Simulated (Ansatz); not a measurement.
# AlPH (sextet): the correlation ladder, cc-pVTZ

How much of the correlation energy of AlPH (sextet) does each wave-function method recover here?

The runs use Ansatz 0.2.0, Gaussian basis; cc-pVTZ, core rule «outside noble gas», up to 10 orbitals frozen.

To be run: UHF; CCSD(T) on ROHF; CCSD(T) on UHF; BCCD(T) on ROHF; CCSDT(Q) on ROHF; CCSDT(Q) on UHF.

14 further runs of the same task are left out: 11 for a known fault of the program, 3 set aside as unsound or not needed.

### 1 The system

The geometry is a PBE0/def2-TZVP stationary point (not a proven minimum) of the parent state, kept for this charge and spin.

3 atoms, charge 0, spin multiplicity 6.

Atoms are counted from 1 here; the program's logs count them from 0.

Bond lengths: Al1–P2 2.392 Å, P2–H3 1.430 Å. Angles: Al1–P2–H3 98.4°.

Coordinates:

| atom | x (Å) | y (Å) | z (Å) |
| --- | --- | --- | --- |
| Al1 | 0.0000 | 0.0348 | 1.3006 |
| P2 | 0.0000 | -0.0736 | -1.0887 |
| H3 | 0.0000 | 1.3304 | -1.3605 |

### 2 UHF

Contents of in.yaml:

```yaml
crystal:
  periodic: [false, false, false]
  atoms:
    - {symbol: Al, position_ang: [0.000000, 0.034843, 1.300562]}
    - {symbol: P, position_ang: [0.000000, -0.073644, -1.088657]}
    - {symbol: H, position_ang: [0.000000, 1.330368, -1.360548]}
basis:
  gaussian: {orbitals: cc-pVTZ}
magnetization: {spin_polarized: true, initial_magnetization: 5}
hamiltonian: {xc: hf}
output: {orbitals: {seedname: orbitals}}
```

Launch:

```bash
$ ansatz run in.yaml --threads 1 --pin off --events-out ev --progress --plain --max-ram 2816MiB --backend cpu
```

The runs that follow: CCSD(T) on ROHF; CCSD(T) on UHF; BCCD(T) on ROHF; CCSDT(Q) on ROHF; CCSDT(Q) on UHF.

**Question.** What will the summary of the whole plan be? Wanted: UCCSDT(Q) below the RHF energy; RMP2 from UCCSDT(Q); UMP2 from UCCSDT(Q); RCCSD from UCCSDT(Q); RCCSD(T) from UCCSDT(Q); UCCSD(T) from UCCSDT(Q); RCCSDT(Q) from UCCSDT(Q); T1 diagnostic.

**Answer**, as computed:

| quantity | value |
| --- | --- |
| UCCSDT(Q) below the RHF energy | -4.6486 eV |
| RMP2 from UCCSDT(Q) | +974.8 meV |
| UMP2 from UCCSDT(Q) | +1001.6 meV |
| RCCSD from UCCSDT(Q) | +217.8 meV |
| RCCSD(T) from UCCSDT(Q) | +43.9 meV |
| UCCSD(T) from UCCSDT(Q) | +40.9 meV |
| RCCSDT(Q) from UCCSDT(Q) | +3.8 meV |
| levels within 1 kcal/mol (43 meV) | UCCSD(T), RCCSDT, UCCSDT, RCCSDT(Q) |
| T1 diagnostic | 0.023 |

**Reading.** RCCSD(T) misses by +43.9 meV, 0.9 % of the correlation energy. These misses are within one basis, not against nature; the frozen cores of restricted and unrestricted runs differ, which can shift their rows.
